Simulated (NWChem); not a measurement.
fluorine (F2); SMILES FF

Program: NWChem. Pople sets run with spherical d functions. Medium grid unless said otherwise, to which SCAN and Minnesota functionals are sensitive. All runs use the structure optimised with PBE0/def2-SVP. Level r2SCAN/6-31G*: single points from the atomic guess with DIIS by default; each run changes one setting, and all converged runs end within 0.3 mHa of each other.

```
setting                           SCF iterations
--------------------------------  --------------
defaults                                       6
DIIS on 3 Fock matrices                        6
level shift of 0.5 Ha throughout               8
DIIS on 20 Fock matrices                       6
no level shifting                              6
core-Hamiltonian guess                         7
```
